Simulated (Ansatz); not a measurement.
**VI: from a trial structure to a relaxed crystal**

Method: DFT PBE, scalar-relativistic, plane waves, PAW in Ansatz. Cutoff 420 eV, Γ-centred k mesh, Gaussian smearing, collinear spin, first started from parallel moments.

A relaxed cell is given with its space group left out.

```xyz
2
Lattice="3.6263 0.0000 0.0000 0.0000 3.6263 0.0000 0.0000 0.0000 3.6263" Properties=species:S:1:pos:R:3 pbc="T T T"
V     0.0000    0.0000    0.0000
I     1.8131    1.8131    1.8131
```

Formation energies are uncorrected and refer to the elements' standard structures at the same level.

**Question.** What space group does it have?

**Answer.** Pm-3m (No. 221). Conventional cell: a = 3.626 Å. V has 8 I at 3.14 Å and 6 V at 3.63 Å; around I lie 8 V at 3.14 Å and 6 I at 3.63 Å.

**Question.** How far does it lie from the elements in energy?

**Answer.** 0.70 eV/atom.

**Question.** Is it a metal?

**Answer.** Yes, bands cross the Fermi level on the 16×16×16 mesh.

**Question.** What net moment does it keep?

**Answer.** 1.85 μB per atom, with site moments up to 3.19 μB.

The final run used a 16×16×16 mesh on its 2-atom cell and 0.10 eV smearing. The k mesh leaves about 4 meV/atom of noise in metals. Spin–orbit coupling is left out. The cell came from a trial start, so VI may not exist in this structure.

Cost: 4 runs of about 3.9 core-minutes in all, on Arm Neoverse N1 (shared hosts).